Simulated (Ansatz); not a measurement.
# The cluster W₂Cl+: geometry, orbitals and charge

What does the cluster W₂Cl+ look like as a singlet, and where do its frontier electrons sit?

Method: RKS PBE0-D4/def2-TZVP; program: Ansatz 0.2.0, Gaussian basis.

Plan: relaxation at PBE0-D4/def2-TZVP; a single point at PBE0-D4/def2-TZVP.

1 further run of the same task is left out (set aside as unsound or not needed). Runs told in other sessions of the task aren't counted.

## 1. The starting structure

3 atoms, charge 1, spin multiplicity 1.

Atoms are counted from 1 here; the program's logs count them from 0.

Bond lengths: W1–W2 3.187 Å, W1–Cl3 2.891 Å. Angles: W2–W1–Cl3 158.9°.

As a file:

```
W     1.6532   -2.7198   -0.1667
W     0.0000    0.0000    0.0000
Cl    2.6312   -5.3330    0.5906
```

W takes a core potential in the def2 sets. No spin-orbit coupling is included. The ion is computed in the gas phase, without counter-ions or solvent.

The start is a random packing geometry.

## 2. Optimising with PBE0-D4/def2-TZVP

Contents of in.yaml:

```yaml
crystal:
  periodic: [false, false, false]
  atoms:
    - {symbol: W, position_ang: [1.653200, -2.719800, -0.166700]}
    - {symbol: W, position_ang: [0.000000, 0.000000, 0.000000]}
    - {symbol: Cl, position_ang: [2.631200, -5.333000, 0.590600]}
basis:
  gaussian: {orbitals: def2-TZVP}
total_charge: 1
hamiltonian: {xc: pbe0, dispersion: d4}
scf: {lower_state_search: "off"}
output: {orbitals: {seedname: orbitals}}
relax: {f_tol: 0.02, max_steps: 100}
```

Launch:

```bash
$ ansatz run in.yaml --threads 4 --pin off --events-out ev --progress --plain --max-ram 3916MiB
```

Further steps of the session: Single point, PBE0-D4/def2-TZVP.

Before running them: what should the planned runs give, taken together? Wanted: point group; W–W bond; HOMO, LUMO at PBE0-D4/def2-TZVP.

The runs gave:

| quantity | value |
| --- | --- |
| point group | Cs |
| W–W bond | 2.088 Å |
| HOMO, LUMO at PBE0-D4/def2-TZVP | -11.10, -8.85 eV |

In words: The molecule keeps its bonding pattern by the stored test; the atoms moved 1.18 Å (rms), and the angle W2–W1–Cl3 went from 159° to 99°. No usable vibrations, so a minimum isn't proven. The HOMO lies nearest to W2 67 %; W1 24 % and the LUMO to W2 63 %; W1 28 %. Whether this spin is the lowest isn't tested here.
